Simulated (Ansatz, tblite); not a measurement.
# The cluster SrS2: charged states by level of theory

The task here is to estimate one member of a computed series from the others.

Program: Ansatz 0.2.0, Gaussian basis. Level of theory: as each input shows. These are calculated values, not measurements.

Plan: charge +1 doublet, at the geometry of the singlet (PBE0-D4/def2-TZVP, PBE-D4/def2-TZVP, r2SCAN-D4/def2-TZVP, CCSD(T)/def2-TZVPP); charge -1 doublet, at the geometry of the singlet (PBE0-D4/def2-TZVPD, PBE-D4/def2-TZVPD, r2SCAN-D4/def2-TZVPD, CCSD(T)/def2-TZVPD); the starting singlet's energies come from earlier runs.

7 further runs of the same task are left out: 7 set aside as unsound or not needed. Runs told in other sessions of the task aren't counted.

### The geometry

The singlet was relaxed beforehand with PBE0-D4/def2-TZVP. At that level it is the lowest of the isomers that a small search found.

3 atoms, charge 0, spin multiplicity 1.

Atoms are counted from 1 here; the program's logs count them from 0.

Bond lengths: Sr1–S2 2.579 Å, Sr1–S3 2.579 Å, S2–S3 2.134 Å. Angles: S2–Sr1–S3 48.9°, Sr1–S2–S3 65.6°, Sr1–S3–S2 65.6°.

Sr takes a core potential in the def2 sets. No spin-orbit coupling is included.

Set-up of the first run:

Input file in.yaml:

```yaml
crystal:
  periodic: [false, false, false]
  atoms:
    - {symbol: Sr, position_ang: [-0.628073, -0.882001, -1.130681]}
    - {symbol: S, position_ang: [-0.624886, 0.459794, 1.072236]}
    - {symbol: S, position_ang: [1.252959, 0.422207, 0.058444]}
basis:
  gaussian: {orbitals: def2-TZVP}
total_charge: 1
magnetization: {spin_polarized: true, initial_magnetization: 1}
hamiltonian: {xc: pbe0, dispersion: d4}
output: {orbitals: {seedname: orbitals}}
```

On the command line:

```bash
ansatz run in.yaml --threads 4 --pin off --events-out ev --progress --plain --max-ram 3916MiB
```

Among the steps run: Charge +1 doublet at the fixed geometry, PBE0-D4/def2-TZVP; Charge +1 doublet at the fixed geometry, PBE-D4/def2-TZVP; Charge +1 doublet at the fixed geometry, r2SCAN-D4/def2-TZVP; Charge +1 doublet at the fixed geometry, CCSD(T)/def2-TZVPP; Charge -1 doublet at the fixed geometry, PBE0-D4/def2-TZVPD; Charge -1 doublet at the fixed geometry, PBE-D4/def2-TZVPD; Charge -1 doublet at the fixed geometry, r2SCAN-D4/def2-TZVPD; Charge -1 doublet at the fixed geometry, CCSD(T)/def2-TZVPD.

One of the session's tables, all rows but one given; the rest of the session is left out.

It belongs to the step «Vertical electron affinity». 

| method | vertical electron affinity (eV) |
| --- | --- |
| HF/def2-TZVPD | 1.11 |
| PBE-D4/def2-TZVPD | 1.17 |
| r2SCAN-D4/def2-TZVPD | 1.17 |
| PBE0-D4/def2-TZVPD | ? |
| MP2/def2-TZVPD | 1.24 |
| CCSD/def2-TZVPD | 1.28 |
| CCSD(T)/def2-TZVPD | 1.27 |

Q: Estimate the row for PBE0-D4/def2-TZVPD from the others.

The run gave: vertical electron affinity (eV): 1.22. In the column «vertical electron affinity (eV)» it lies between r2SCAN-D4/def2-TZVPD (1.17) and MP2/def2-TZVPD (1.24).

Limits of these values: The anion's highest level is positive in at least one run, so there the basis alone may hold the extra electron.
